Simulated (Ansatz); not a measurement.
Ansatz (a first-principles code) input (CCSD(T)/aug-cc-pVDZ):

Ansatz 0.2 input:
```yaml
crystal:
  periodic: [false, false, false]
  atoms:
    - {symbol: C, position_ang: [-0.00009993, -0.00095442, 0.31517980]}
    - {symbol: C, position_ang: [-0.01085219, -0.76561157, -0.93063144]}
    - {symbol: C, position_ang: [0.01144086, 0.77123367, -0.92597056]}
    - {symbol: C, position_ang: [-0.00051703, -0.00493794, 1.63067274]}
    - {symbol: H, position_ang: [-0.92882004, -1.25538122, -1.23503907]}
    - {symbol: H, position_ang: [0.89268877, -1.28180502, -1.23454154]}
    - {symbol: H, position_ang: [0.92960062, 1.26283615, -1.22682425]}
    - {symbol: H, position_ang: [-0.89190819, 1.28925995, -1.22732177]}
    - {symbol: H, position_ang: [-0.01412041, -0.93212254, 2.19130493]}
    - {symbol: H, position_ang: [0.01272905, 0.91883428, 2.19691844]}
basis:
  gaussian:
    orbitals: aug-cc-pVDZ
magnetization: {spin_polarized: false}
correlation: {method: ccsd_t, electrons: outside_noble_gas}
output: {forces: true}
```

Output:

```
Functional definition: HF
integrals: 0.40 GiB planned
1458 factors; integrals over basis functions are off by at most 4.3e-4 eV
mean field: 0.55 GiB planned
mean field evaluation 1: about -4211.6835 eV, gradient 3.5e1 eV
mean field evaluation 2: about -4211.6836 eV, gradient 3.5e1 eV
mean field evaluation 4: about -4215.1254 eV, gradient 4.2e0 eV
mean field evaluation 8: about -4215.1785 eV, gradient 2.2e-4 eV
mean field evaluation 16: about -4215.1782 eV, gradient 2.4e-1 eV
mean field -4215.17854975 eV, -154.9049545528 hartree, gradient 1.1e-6 eV, S^2 0.000000; 0 other end points of the search recorded, 0 dependent functions left out
4 core orbitals not correlated
reference -4215.17854975 eV, -154.9049545528 hartree; 11, 11 occupied and 131, 131 virtual orbitals, 1458 factors
densities: 2.31 GiB planned
second order -15.19353812 eV of doubles, -0.00000000 eV of singles
coupled cluster: 1.17 GiB planned
cycle   1  -15.82828721 eV  change   -6.3e-1 eV  update   8.4e-2
cycle   2  -16.26264097 eV  change   -4.3e-1 eV  update   2.6e-2
cycle   3  -16.33723539 eV  change   -7.5e-2 eV  update   1.1e-2
cycle   4  -16.33719127 eV  change    4.4e-5 eV  update   3.2e-3
cycle   5  -16.33842723 eV  change   -1.2e-3 eV  update   1.1e-3
cycle   6  -16.33843197 eV  change   -4.7e-6 eV  update   3.2e-4
cycle   7  -16.33835526 eV  change    7.7e-5 eV  update   1.0e-4
cycle   8  -16.33837020 eV  change   -1.5e-5 eV  update   3.7e-5
cycle   9  -16.33836585 eV  change    4.3e-6 eV  update   1.3e-5
cycle  10  -16.33835807 eV  change    7.8e-6 eV  update   4.0e-6
perturbative correction -0.63585131 eV, -0.0233671046 hartree
the calculation of the forces begins
Total energy: -4232.15275913 eV, -155.5287452420 hartree
Atom 0 at    -0.000100    -0.000954     0.315180 Å, force     0.000165     0.001574    -0.519806 eV/Å
Atom 1 at    -0.010852    -0.765612    -0.930631 Å, force    -0.008080    -0.565030    -0.426930 eV/Å
Atom 2 at     0.011441     0.771234    -0.925971 Å, force     0.008350     0.567605    -0.423495 eV/Å
Atom 3 at    -0.000517    -0.004938     1.630673 Å, force    -0.000429    -0.004093     1.351645 eV/Å
Atom 4 at    -0.928820    -1.255381    -1.235039 Å, force    -0.408323    -0.180857    -0.125192 eV/Å
Atom 5 at     0.892689    -1.281805    -1.234542 Å, force     0.402973    -0.192626    -0.124971 eV/Å
Atom 6 at     0.929601     1.262836    -1.226824 Å, force     0.408402     0.181611    -0.123836 eV/Å
Atom 7 at    -0.891908     1.289260    -1.227322 Å, force    -0.402894     0.193380    -0.124057 eV/Å
Atom 8 at    -0.014120    -0.932123     2.191305 Å, force    -0.006274    -0.427644     0.257026 eV/Å
Atom 9 at     0.012729     0.918834     2.196918 Å, force     0.006110     0.426079     0.259615 eV/Å
Dipole moment:     0.000025     0.000238    -0.078445 e Å
```
